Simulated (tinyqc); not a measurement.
Worked calculation: ROHF in the sto-3g basis, for LiH, spin multiplicity 3. One step of it, computed by the program tinyqc.

Task: Iteration 3: DIIS coefficients. Solve [B -1; -1 0][c; lambda] = [0; -1] for the coefficients, which sum to one.

B (overlaps of the stored error matrices):
```
,1,2,3
1,3.5847592e+00,-1.7655566e-02,2.9460855e-03
2,-1.7655566e-02,7.2763441e-02,2.7248176e-03
3,2.9460855e-03,2.7248176e-03,2.1191809e-03
```

Give: DIIS coefficients.

Result:

DIIS coefficients: -0.0003  -0.0088  1.0091
